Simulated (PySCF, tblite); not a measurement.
**Question.** What does the GFN2-xTB structure of 2,3-dimethylbutane (`CC(C)C(C)C`) look like in three dimensions?

**Answer.** 
```
atom  x, y, z in Å
C1    -0.926    1.229   -0.926
C2    -0.791    0.212    0.206
C3    -1.802   -0.917    0.005
C4     0.639   -0.339    0.376
C5     1.206   -0.977   -0.890
C6     1.601    0.738    0.879
H7    -1.935    1.635   -0.937
H8    -0.740    0.763   -1.890
H9    -0.233    2.056   -0.797
H10   -1.044    0.720    1.145
H11   -2.816   -0.526    0.049
H12   -1.667   -1.393   -0.964
H13   -1.694   -1.673    0.780
H14    0.583   -1.117    1.147
H15    1.343   -0.234   -1.672
H16    2.177   -1.419   -0.674
H17    0.555   -1.762   -1.263
H18    1.768    1.497    0.118
H19    1.209    1.224    1.770
H20    2.562    0.294    1.127
```

Any rigid rotation of these coordinates is as good. Atoms count from 1 in this order. Of the pairs four or more bonds apart, H9···H18 is among the closest relative to their van der Waals radii: 2.27 Å, 95 % of the sum of Bondi's values.

Bonds between heavy atoms (Å): C1–C2 1.527, C2–C3 1.529, C2–C4 1.542, C4–C5 1.527, C4–C6 1.529.

The geometry is computed with GFN2-xTB (gas phase).

Point group: C2 (every atom within 0.08 Å of its image). Its GFN2-xTB frequencies are all real (lowest 45 cm⁻¹). One conformer, not necessarily the lowest (C1–C2–C4–C5 -56°). 2 starts were optimised and ended at 0.00 and 0.03 kcal/mol (GFN2-xTB); the lowest of these is shown.
